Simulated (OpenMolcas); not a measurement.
# SF (Monosulfur monofluoride): UOLYP/aug-cc-pVDZ

What is the energy change on altering one bond length of SF (Monosulfur monofluoride) at UOLYP/aug-cc-pVDZ? 

The calculation is run with OpenMolcas 26.06.

11 further runs of the same task are left out: 2 that didn't finish, 9 set aside as unsound or not needed.

## 1. Starting point

The species is SF (2 atoms), meant as a doublet with charge 0. SMILES: `F[S]`. The shape is that of a PBE0-D4/def2-TZVP optimisation.

Bond lengths: F1–S2 1.594 Å.

## 2. Energy and forces at UOLYP/aug-cc-pVDZ

File coord.xyz:

```xyz
2

F      0.000000     0.000000     0.016120
S      0.000000     0.000000     1.610410
```

File job.inp:

```
>>> EXPORT MOLCAS_PRINT=2

&gateway
  baslib=$CurrDir
  coord=coord.xyz
  basis=aug-cc-pVDZ
  group=NoSym

&seward

&scf
  uhf
  spin=2
  ksdft=OLYP
  thresholds=1e-06 0.001 0.001 0.01
  prorbitals=0

&alaska
```

The basis set aug-cc-pVDZ is read from a file made from the Basis Set Exchange's data (not shown).

Command:

```sh
export MOLCAS_MEM=1860
pymolcas job.inp > job.log
```

Log:

```text
--- Start Module: gateway ---
[...]
--- Stop Module: gateway /rc=_RC_ALL_IS_WELL_ ---
[...]
      Basis functions           50
[...]
--- Start Module: scf ---
[...]
       Convergence after   9 Iterations
[...]
::    Total KS-DFT energy                            -497.9710650671
[...]
      Total spin, S                                     0.5013532436
[...]
      Total electronic charge=   25.000000
      Total            charge=   -0.000000
[...]
      Dipole Moment (debye):
      Origin of the operator (angstrom)=    0.0000    0.0000    1.0162
                   X= -4.1332E-15               Y=  1.3080E-15               Z=  5.3611E-01           Total=  5.3611E-01
      Quadrupole Moment (debye*angstrom):
[...]
--- Stop Module: scf /rc=_RC_ALL_IS_WELL_ ---
[...]
--- Start Module: alaska ---
[...]
 *              Molecular gradients               *
 **************************************************
  Irreducible representation: a
 ------------------------------------------------------------------------------------------
                              X                       Y                       Z
 ------------------------------------------------------------------------------------------
  F1               -3.57180661216565E-16   -3.73040163740467E-15    4.19286637087524E-02
  S2                3.53385953612865E-16    3.72950717061237E-15   -4.19286637087488E-02
 ------------------------------------------------------------------------------------------
--- Stop Module: alaska /rc=_RC_ALL_IS_WELL_ ---
[...]
```

Run time: 3.9 s. Hardware: 1 thread of Arm Neoverse V1, shared host; peak memory 0.38 GiB.

## 3. The distorted shape at the same level

File coord.xyz:

```xyz
2

F      0.000000     0.000000    -0.382490
S      0.000000     0.000000     1.610410
```

File job.input:

```
* FS Kohn-Sham DFT

&GATEWAY
  BasLib = $CurrDir
  Coord = coord.xyz
  Basis = aug-cc-pVDZ
  Group = NoSym

&SEWARD

&SCF
  UHF
  Spin = 2
  KSDFT = OLYP
  Thresholds = 1e-06 0.001 0.001 0.01
  PrOrbitals = 0

&ALASKA
```

The basis set aug-cc-pVDZ is read from a file made from the Basis Set Exchange's data (not shown).

Command:

```sh
export MOLCAS_MEM=1860
pymolcas job.input > job.log
```

Log:

```text
--- Start Module: gateway ---
[...]
--- Stop Module: gateway /rc=_RC_ALL_IS_WELL_ ---
[...]
      Basis functions           50
[...]
--- Start Module: scf ---
[...]
       Convergence after  12 Iterations
[...]
::    Total KS-DFT energy                            -497.9414111307
[...]
      Total spin, S                                     0.5021362204
[...]
      Total electronic charge=   25.000000
      Total            charge=   -0.000000
[...]
      Dipole Moment (debye):
      Origin of the operator (angstrom)=    0.0000    0.0000    0.8676
                   X= -1.3381E-15               Y=  1.3152E-15               Z=  2.0986E+00           Total=  2.0986E+00
      Quadrupole Moment (debye*angstrom):
[...]
--- Stop Module: scf /rc=_RC_ALL_IS_WELL_ ---
[...]
--- Start Module: alaska ---
[...]
 *              Molecular gradients               *
 **************************************************
  Irreducible representation: a
 ------------------------------------------------------------------------------------------
                              X                       Y                       Z
 ------------------------------------------------------------------------------------------
  F1                9.65081670734432E-17   -7.30916757102038E-17   -7.52743243762080E-02
  S2               -9.76770725406541E-17    7.69948035311509E-17    7.52743243762044E-02
 ------------------------------------------------------------------------------------------
--- Stop Module: alaska /rc=_RC_ALL_IS_WELL_ ---
[...]
```

Run time: 4.2 s. Hardware: 1 thread of Arm Neoverse V1, shared host; peak memory 0.38 GiB.

## 4. What came out

At UOLYP/aug-cc-pVDZ:

| quantity | value |
| --- | --- |
| first shape: total energy | -497.97107 Eh |
| first shape: dipole moment | 0.54 D |
| first shape: HOMO energy (highest over α and β) | -5.75 eV |
| first shape: LUMO energy (lowest over α and β) | -5.53 eV |
| first shape: ⟨S²⟩ | 0.753 |
| first shape: largest force on an atom | 2.156 eV/Å |
| distorted shape: total energy | -497.94141 Eh |
| distorted shape: dipole moment | 2.10 D |
| distorted shape: HOMO energy (highest over α and β) | -6.72 eV |
| distorted shape: LUMO energy (lowest over α and β) | -6.45 eV |
| distorted shape: ⟨S²⟩ | 0.754 |
| distorted shape: largest force on an atom | 3.871 eV/Å |
| energy change with the F1–S2 bond stretched from 1.594 to 1.993 Å | 0.807 eV |

In words: With the F1–S2 bond stretched from 1.594 to 1.993 Å the energy rises by 0.81 eV (77.9 kJ/mol). The first shape isn't relaxed at this level, so the change isn't measured from a minimum. The largest force (first shape) is 2.16 eV/Å: the shape isn't a stationary point for this species at this level.
